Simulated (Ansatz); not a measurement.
Cost and result for the atomization energy of C5H10O2, SMILES `CC1OCCCO1` (17 atoms, 17 bonds).

Z-matrix (Å, degrees):
```
C
C 1 1.507
H 1 1.090 2 109.7
H 1 1.091 2 110.1 3 120.1
H 1 1.092 2 110.3 3 -120.1
O 2 1.401 1 108.0 3 -177.8
O 2 1.415 1 112.1 3 59.0
H 2 1.102 1 111.0 3 -57.5
C 6 1.415 2 111.0 1 -164.6
C 7 1.414 2 112.4 1 94.5
C 9 1.529 6 109.4 2 69.5
H 9 1.090 6 106.6 2 -168.8
H 9 1.098 6 109.6 2 -52.0
H 10 1.090 7 106.3 2 -172.2
H 10 1.097 7 110.7 2 -55.4
H 11 1.093 9 110.0 6 -148.0
H 11 1.093 9 111.3 6 92.8
```

Charge 0, multiplicity 1. The geometry is a stationary point of PBE0-D4/def2-TZVP. Program: Ansatz. All runs use 2 threads of an AMD EPYC 7R13 on a shared host and a share of an NVIDIA H100 80 GB. Times are those of one run each, without the atoms' runs, and a repeat can differ threefold. Electronic energies, without spin–orbit coupling; frozen cores. CCSD(T)/CBS adds CCSD(T) − MP2 in def2-TZVPP to the MP2 limit, and its time is that of the two runs behind it. T1 = 0.011. B3LYP takes the VWN-RPA correlation (the form of Gaussian; ORCA's B3LYP/G).

CCSD(T)/CBS is a level of theory with its own doubt, some kJ/mol a heavy atom from the limit and from the frozen cores, so smaller differences don't rank the functionals.

| level | functions | wall time |
| --- | --- | --- |
| PBE0-D4/def2-TZVPP | 357 | 2.9 s |
| PBE-D4/def2-TZVPP (with forces) | 357 | 3.8 s |
| r2SCAN-D4/def2-TZVPP (with forces) | 357 | 4.3 s |
| B3LYP-D4/def2-TZVPP (with forces) | 357 | 4.7 s |
| B2PLYP/def2-TZVPP | 357 | 4.8 s |
| ωB97X-V/def2-TZVPP | 357 | 6.5 s |
| MP2/def2-QZVPP | 699 | 7 s |
| ωB97M-V/def2-TZVPP (with forces) | 357 | 9 s |
| CCSD(T)/def2-TZVPP | 357 | 13 s |
| CCSD(T)/CBS(def2) | – | 20 s |

Q: What atomization energy does each give, and how far from CCSD(T)/CBS? (Best estimate.)

A: Ansatz gave: 
| level | atomization (kcal/mol) | difference from CCSD(T)/CBS | per bond |
| --- | --- | --- | --- |
| PBE0-D4/def2-TZVPP | 1667.8 | 12.0 | 0.7 |
| PBE-D4/def2-TZVPP (with forces) | 1698.2 | 42.4 | 2.5 |
| r2SCAN-D4/def2-TZVPP (with forces) | 1661.0 | 5.2 | 0.3 |
| B3LYP-D4/def2-TZVPP (with forces) | 1653.3 | -2.5 | -0.1 |
| B2PLYP/def2-TZVPP | 1637.7 | -18.1 | -1.1 |
| ωB97X-V/def2-TZVPP | 1660.5 | 4.7 | 0.3 |
| MP2/def2-QZVPP | 1668.6 | 12.8 | 0.8 |
| ωB97M-V/def2-TZVPP (with forces) | 1661.4 | 5.6 | 0.3 |
| CCSD(T)/def2-TZVPP | 1616.7 | -39.1 | -2.3 |
| CCSD(T)/CBS(def2) | 1655.8 | 0.0 | 0.0 |

In def2-TZVPP, CCSD(T) changes the Hartree–Fock value by +414.8 kcal/mol (the triples alone add +24.7 kcal/mol) and MP2 by +443.8 kcal/mol; breaking electron pairs costs correlation energy, which Hartree–Fock lacks. From PBE to PBE0 (25 % exact exchange), in def2-TZVPP and without D4, the atomization energy moves by −29.0 kcal/mol: exact exchange takes away binding that semilocal exchange gives to molecules. The D4 term adds +13.6 kcal/mol with B3LYP and +7.2 kcal/mol with PBE0; it sums over pairs of atoms, weighted by their polarisabilities, and B3LYP, whose exchange is more repulsive, gets the larger term.
